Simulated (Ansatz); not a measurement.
**AlH₃OSi (SMILES O=[SiH][AlH2]): functionals against CCSD(T) at one geometry**

One table from this session's results is given with a row withheld; the runs are named, their logs left out.

Computed with Ansatz 0.2.0, Gaussian basis. Level: single points in def2-TZVPP.

Cores are frozen in the correlated methods.

### The starting structure

6 atoms, charge 0, spin multiplicity 1.

Atoms are counted from 1 here; the program's logs count them from 0.

Bond lengths: O1–Si2 1.518 Å, Si2–Al3 2.529 Å, Si2–H4 1.622 Å, Al3–H5 1.691 Å, Al3–H6 1.577 Å. Angles: O1–Si2–Al3 143.2°, O1–Si2–H4 117.9°, Al3–Si2–H4 98.9°, Si2–Al3–H5 107.4°, Si2–Al3–H6 135.8°, H5–Al3–H6 116.5°.

Geometry (Å):

```mol
AlH3OSi
  3D, bonds by distance, orders not assigned

  6  5  0  0  0  0  0  0  0  0999 V2000
   -0.6348   -2.3863    1.1909 O   0  0
   -0.3103   -1.2499    0.2379 Si  0  0
    0.3426    1.1916    0.1467 Al  0  0
   -0.2950   -1.5736   -1.3510 H   0  0
    0.4880    1.6153   -1.4844 H   0  0
    0.5021    2.3600    1.1942 H   0  0
  1  2  8  0
  2  3  8  0
  2  4  8  0
  3  5  8  0
  3  6  8  0
M  END
```

Set-up of the first run:

Input file run/in.yaml:

```yaml
crystal:
  periodic: [false, false, false]
  atoms:
    - {symbol: O, position_ang: [-0.634800, -2.386300, 1.190900]}
    - {symbol: Si, position_ang: [-0.310300, -1.249900, 0.237900]}
    - {symbol: Al, position_ang: [0.342600, 1.191600, 0.146700]}
    - {symbol: H, position_ang: [-0.295000, -1.573600, -1.351000]}
    - {symbol: H, position_ang: [0.488000, 1.615300, -1.484400]}
    - {symbol: H, position_ang: [0.502100, 2.360000, 1.194200]}
basis:
  gaussian: {orbitals: def2-TZVPP}
correlation: {method: ccsd_t}
output: {forces: true}
```

No record of the launch command was kept for these runs.

Among the steps run: CCSD(T)/def2-TZVPP; PBE0-D4/def2-TZVPP; wB97M-V/def2-TZVPP; r2SCAN-D4/def2-TZVPP; PBE-D4/def2-TZVPP; SPW92/def2-TZVPP; HSE06-D4/def2-TZVPP.

One of the session's tables, all rows but one given; the rest of the session is left out.

```
   method  RMS force component (eV/Å)  angle to CCSD(T) forces (°)  dipole (D)
  CCSD(T)                       0.840                    reference        3.64
  PBE0-D4                           ?                            ?           ?
  wB97M-V                       0.754                         15.5        3.93
r2SCAN-D4                       0.748                          4.9        3.55
   PBE-D4                       0.823                         11.9        3.42
    SPW92                       0.679                          6.2        3.57
 HSE06-D4                       0.705                         13.3        3.77
```

**Question.** Estimate the row for PBE0-D4.

**Answer.** RMS force component (eV/Å): 0.705; angle to CCSD(T) forces (°): 13.8; dipole (D): 3.78.
